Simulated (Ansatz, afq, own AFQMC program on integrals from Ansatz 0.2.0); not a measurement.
Where AFQMC and coupled cluster stand for BHO, singlet

| atom | x (Å) | y (Å) | z (Å) |
| --- | --- | --- | --- |
| B | -0.4458 | 0.0000 | 0.5126 |
| O | 0.2843 | 0.0000 | -0.4372 |
| H | 0.2689 | 0.0000 | 1.4423 |

Connectivity, by distances: BH–O.

Basis cc-pVDZ. Only valence electrons are correlated. Integrals, coupled cluster, full CI and functionals: Ansatz 0.2.0; the random walks run on the same integrals in our own AFQMC program. ph-AFQMC/CISD is guided by a CISD state made of CCSD amplitudes; releasing the constraint for a short imaginary time cuts its bias at the price of noise, slowly where states lie close. Free AFQMC starts from the CCSD state and is never constrained. Its projection time is finite, and what remains of the start isn't in its error. Uncertainties: one standard error, sampling alone.

Determinant: RHF, the one that the program's search chose, which needn't be the lowest solution. The geometry is a point of a scan.

No full CI on the walks' own integrals is used here; CCSDT(Q) serves as the reference and is uncertain by about the last step of the cluster series.

Cautions: higher spins were not checked; restricted determinant unstable towards unrestricted (UHF 113 meV lower, ⟨S²⟩ 0.38); raised T1 diagnostic (T1 0.026, weight of the determinant 0.88, largest double 0.13).

```
T1 diagnostic                               : 0.0259
weight of the determinant in the CISD state : 0.882
size of the correlated space                : 10 electrons in 31 orbitals
```

Reference: CCSDT(Q), correlation energy -8.239 eV. The released energy is read at 2.40 1/Eh (meV from the phaseless value at times in 1/Eh: -6 ± 22 at 0.24, -15 ± 14 at 0.51, -24 ± 17 at 0.99, -10 ± 24 at 1.62, -25 ± 25 at 2.40).

```
         level  E − E(reference) (meV)  share of correlation (%)
            HF                  8238.9                      0.00
           MP2                   546.2                     93.37
          CCSD                   370.1                     95.51
       CCSD(T)                    54.0                     99.34
         CCSDT                    38.0                     99.54
   ph-AFQMC/HF            118.5 ± 56.9                     98.56
 ph-AFQMC/CISD             38.1 ± 18.0                     99.54
released AFQMC             13.1 ± 25.1                     99.84
    free AFQMC             19.4 ± 21.5                     99.76
```

Free projections are given only where their last times agree within the noise and don't stop above the reference; a slow remainder of the start can still hide under it. A walk keeps the symmetry of its determinant, which the program's search chose and which needn't be the lowest solution, so a lower state of the same spin and another symmetry isn't excluded. Released energies are given only where the last usable release times agree within the noise; a slower fall can still hide under it.
